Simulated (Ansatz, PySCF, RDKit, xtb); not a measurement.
**MgBH2S: from the formula to a structure**

Given the formula MgBH2S (odd number of electrons) and nothing else, which arrangement of the atoms is the most stable in the gas at 200 K, and what are its properties?

The funnel: GFN2-xTB relaxations, single points with a density functional, relaxations at PBE0-D3(BJ)/def2-SVP, harmonic vibrations, and a last energy at a higher level. All values are calculated.

6 further runs of the same task are left out: 6 set aside as unsound or not needed.

### 1 Candidates

All bonding patterns within simple valence rules are listed by program: one Lewis structure each, at most two rings and one unusual centre or charged pair. O–O, O–halogen and N–halogen bonds and N–N–N chains are not drawn. That gives 14 candidates.

```tsv
label	SMILES	spin
c044	B[S][Mg]	doublet
c230	[B]=[S+][MgH2-]	doublet
c259	[MgH2-][B+][S]	doublet
c287	[MgH][B]S	doublet
c295	[B]1[MgH-][SH+]1	doublet
c310	[BH+][MgH-][S]	doublet
c467	[BH][Mg][SH]	doublet
c487	B=[SH][Mg]	doublet
c510	[BH]1[Mg][SH]1	doublet
c613	[Mg][BH]S	doublet
c673	[BH2][Mg][S]	doublet
c701	[B]=[SH][MgH]	doublet
c887	[BH][S][MgH]	doublet
c953	[MgH][BH][S]	doublet
```

Candidates are built by distance geometry, with a force field where one applies, in up to four conformers (letters a to d). 6 starts with atoms placed at random are added, to find patterns that the rules miss.

**Question.** With final energies at CCSD(T)/def2-TZVP, which structure will this search put lowest in free energy, and by what margin?

| quantity | value |
| --- | --- |
| lowest structure found | [BH2]1->[Mg][S]1, doublet, Cs |
| next finalist | [BH]1[MgH][S]1 ‡, doublet, 23.0 kcal/mol higher in G |
| share at equilibrium, among the finalists | 100.0 % |
| harmonic wavenumbers, lowest and highest (PBE0-D3(BJ)/def2-SVP) | 214 and 2642 cm⁻¹ |
| rotational constants, same geometry | 0.5185, 0.1951, 0.1418 cm⁻¹ |
| dipole moment (PBE0/def2-TZVPD) | 2.59 D |
| HOMO energy (highest over α and β) (PBE0/def2-TZVPD) | -5.51 eV |
| LUMO energy (lowest over α and β) (PBE0/def2-TZVPD) | -2.64 eV |
| lowest excitation (TD-PBE0/def2-SVPD) | 2.87 eV (f = 0.068) |
| strongest of the states computed, same level | 3.58 eV (f = 0.120) |
| vertical ionisation energy (to the singlet cation) | 7.46 eV |
| vertical electron affinity | 1.21 eV |
| vertical quartet less doublet | +3.97 eV |

The search ends on `[BH2]1->[Mg][S]1`. Among the finalists first place is clear (23.0 kcal/mol); structures outside the list aren't covered. PBE0-D3(BJ)/def2-SVP, HF/def2-TZVP and MP2/def2-TZVP already put its bonding pattern lowest among the structures in one piece. The stability test raises a flag; for an open shell a flag towards a general spinor solution can be the free rotation of the spin. The search is not exhaustive (a finite list of starts, one conformer a finalist), so a lower isomer can't be ruled out.

‡ marks the bonded skeleton alone, with all bonds drawn single: no Lewis structure was assigned that passes a check against the bond lengths.
